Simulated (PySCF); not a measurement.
# C2H7O2P: the cost of one run

Programs: PySCF 2.14.0, with density-fitted response routines of our own. Each step states its level of theory. These are calculated values for one molecule in the gas phase, unless marked as measured. Atoms are numbered from 0 throughout.

## (1) Starting geometry

12 atoms, charge 0, multiplicity 1; geometry from: GFN2-xTB. The atoms were then displaced at random by about 0.01 Å, so the start is not that level's minimum.

Bonds of the start (Å): C0–P1 1.84, P1–C2 1.84, P1–O3 1.49, P1–O4 1.62, C0–H5 1.11, C0–H6 1.09, C0–H7 1.06, C2–H8 1.10, C2–H9 1.06, C2–H10 1.09, O4–H11 0.98.

## (2) Geometry optimisation at PBE0-D3(BJ)/def2-SVP

What the job is given:

```
{"job": {"xc": "PBE0", "basis": "def2-SVP", "d3": "d3bj", "grid": 1, "shake": 0.01, "kind": "geom"}, "charge": 0, "multiplicity": 1}
C      1.048160    -0.053470    -1.180140
P      0.258360     0.244370     0.452120
C     -1.199980    -0.873310     0.534380
O      1.211310     0.204730     1.598610
O     -0.410300     1.706980     0.295970
H      0.299570     0.146110    -1.976140
H      1.868790     0.662570    -1.290000
H      1.419650    -1.039940    -1.236500
H     -1.677100    -0.702570     1.516250
H     -1.870270    -0.672650    -0.261190
H     -0.842850    -1.902010     0.504560
H     -0.065650     2.250920     1.033060
```

Run with:

```
> OMP_NUM_THREADS=1 python probes_run.py task.json out
```

The driver reads the jobs from task.json and runs them one after another.

**Question.** How long does this first job take on 1 thread of Arm Neoverse V2, shared host, and how much memory does it need?

About 57 s, with a peak of 0.46 GiB.
